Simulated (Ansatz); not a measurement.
Species: triplet methylene, CH₂, charge 0, multiplicity 3. 
Geometry from a B3LYP-D3(BJ)/def2-TZVP (Ansatz, an electronic-structure program) optimisation:
```xyz
3

C      0.0094     0.0032     0.1026
H     -0.0192     0.9863    -0.3393
H     -0.0373    -1.0052    -0.2764
```
Charge 0, spin multiplicity 3.

Property: atomisation energy (electronic, to ground-state atoms), in kcal/mol. Cores are frozen in the correlated levels unless marked. Open shells are spin-unrestricted. Spin-orbit coupling is left out. No relativistic terms. The coupled-cluster limit lacks core correlation, which all-electron functionals hold. CBS marks a two-point X^-3 extrapolation of the correlation energy; Hartree-Fock from the larger set (for Q and 5 zeta extrapolated as (X+1)exp(-9√X)). [CCSD(T)-MP2]/basis is that difference in the basis named.

```json
[
 {"level": "revPBE-D3(BJ)/def2-TZVPD", "program": "Ansatz + dftd3", "atomisation energy (kcal/mol)": "191.5"},
 {"level": "PBE0-D3(BJ)/def2-TZVPD", "program": "Ansatz + dftd3", "atomisation energy (kcal/mol)": "193.7"},
 {"level": "B2PLYP-D4/def2-TZVPD", "program": "Ansatz + dftd4", "atomisation energy (kcal/mol)": "188.9"},
 {"level": "MP2/cc-pV5Z", "program": "Ansatz", "atomisation energy (kcal/mol)": "189.3"},
 {"level": "SCS-MP2/cc-pVQZ", "program": "Ansatz", "atomisation energy (kcal/mol)": "187.6"},
 {"level": "CCSD/STO-3G", "program": "Ansatz", "atomisation energy (kcal/mol)": "200.7"},
 {"level": "CCSD(T)/def2-QZVPP", "program": "Ansatz", "atomisation energy (kcal/mol)": "188.9"},
 {"level": "RI-MP2/CBS(aug-cc-pVTZ,aug-cc-pVQZ)+[CCSD(T)-MP2]/aug-cc-pVDZ", "program": "Ansatz", "atomisation energy (kcal/mol)": "189.6"},
 {"level": "RI-MP2/CBS(aug-cc-pVTZ,aug-cc-pVQZ)+[CCSD(T)-MP2]/aug-cc-pVQZ", "program": "Ansatz", "atomisation energy (kcal/mol)": "190.1"},
 {"level": "CCSD(T)/CBS(cc-pVQZ,cc-pV5Z)", "program": "Ansatz", "atomisation energy (kcal/mol)": "189.9"}
]
```
